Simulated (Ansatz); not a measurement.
Saddle point of SiH₅ClO, closed shell (SiH₄O ([OH][SiH3]) + HCl → SiH₃Cl ([SiH3][Cl]) + H₂O; bonds formed: Si1–Cl7, O2–H6; bonds broken: Si1–O2, H6–Cl7), PBE0-D4/def2-TZVP structure:

| atom | x (Å) | y (Å) | z (Å) |
| --- | --- | --- | --- |
| Si1 | -0.4846 | -0.1996 | -0.5269 |
| O2 | 0.7311 | -0.3005 | 0.8735 |
| H3 | -1.0524 | -1.4981 | -0.0093 |
| H4 | 0.0480 | -0.5704 | -1.8493 |
| H5 | -1.6483 | 0.7028 | -0.4149 |
| H6 | 1.1297 | 0.6280 | 0.8293 |
| Cl7 | 0.8640 | 1.8321 | -0.6384 |
| H8 | 0.4124 | -0.5943 | 1.7360 |

Energies are electronic, without zero-point energy. Barriers and step energies count from the start structure reached by relaxing down the imaginary mode; all methods use the PBE0-D4 structures, on which another method's saddle can fall below an end. Program: Ansatz 0.2.0. Basis: def2-TZVPP, with def2-QZVPP for the basis limit. Cores are frozen in the correlated methods. B3LYP uses VWN-RPA correlation. Extrapolation: Hartree–Fock as exp(−7.88 √X), correlation as X^−2.97.

```
      method  barrier (kJ/mol)  step energy (kJ/mol)
       SPW92              52.7                   4.6
      PBE-D4              75.4                  -4.3
     BLYP-D4              92.7                   2.9
   r2SCAN-D4              82.7                  -1.3
      B97M-V              91.8                  -1.0
     PBE0-D4              81.4                  -4.4
    B3LYP-D4              96.0                   2.7
  r2SCAN0-D4              85.7                  -2.0
    BHLYP-D4             102.4                   2.7
CAM-B3LYP-D4              98.5                   6.9
     wB97X-V                 ?                  -1.4
     wB97M-V              86.6                  -3.2
      B2PLYP                 ?                   4.4
    PBE-QIDH                 ?                  -1.5
  RPA on PBE             107.0                   3.6
          HF             131.8                   3.8
         MP2              97.2                   1.3
        CCSD             107.4                   2.7
     CCSD(T)             101.7                   2.2
```

Problem. Fill in the withheld barriers. (To be estimated.)

Solution. Computed: B2PLYP 100.9; wB97X-V 93.1; PBE-QIDH 89.5 kJ/mol. Each is the energy of the saddle less that of the start structure, by the same method.

For comparison, the barrier by CCSD(T) at an estimated basis limit (MP2 extrapolated from triple and quadruple zeta, plus CCSD(T) − MP2 in triple zeta) is 94.3 kJ/mol.

No T1 diagnostic of these runs exceeds 0.011.

Hydrogen chloride, the by-product of chloride precursors, can attack films and sites by steps of this kind.

Labels in which every atom is bracketed show which atoms are joined, not bond orders.

For scale, one of the runs: CCSD(T)/def2-TZVPP, 185 basis functions, launched by `ansatz run in.yaml --threads 2 --pin off --events-out ev --progress --plain --max-ram 4352MiB`. The run took 36 s on 2 CPU threads of an Arm Neoverse V2 (shared host), with 1.8 GiB of host memory at its peak.
